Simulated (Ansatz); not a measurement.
`CC(C)(O)F` + H₂S → `CC(C)(F)S` + H₂O  (substitution at a C–O bond)

Gas-phase electronic energies from Ansatz, PBE0-D4/def2-TZVP geometries. CBS: MP2 limit from def2 TZ/QZ plus the TZ coupled-cluster correction, frozen cores. This one scheme is used for every species. Functionals use def2-TZVPP. B3LYP here is the variant with VWN-RPA as its local correlation; programs differ in this. Each species was taken in one conformer, which may not be the lowest.

```csv
level,ΔE (kJ/mol)
PBE-D4,18.0
ωB97M-V,23.7
B2PLYP,24.1
B3LYP,28.8
MP2/def2-TZVPP,13.7
CCSD(T)/def2-TZVPP,21.8
HF/def2-QZVPP,39.4
MP2/def2-QZVPP,9.2
```

(1) What does CCSD(T)/CBS give? (An estimate is asked.)

Largest T1 diagnostic among the species: 0.011.

## Answers

(1) The calculation gave: +14.4 kJ/mol. The listed levels differ from it by 3.6, 9.3, 9.7, 14.4, -0.7, 7.4, 25.0, -5.2 kJ/mol.

In def2-TZVPP, CCSD(T) changes the Hartree–Fock value by −18.4 kJ/mol (the triples alone add −3.1 kJ/mol) and MP2 by −26.4 kJ/mol. The D4 term adds −7.4 kJ/mol with B3LYP and −3.9 kJ/mol with PBE0; it sums over pairs of atoms, weighted by their polarisabilities, and B3LYP, whose exchange is more repulsive, gets the larger term.
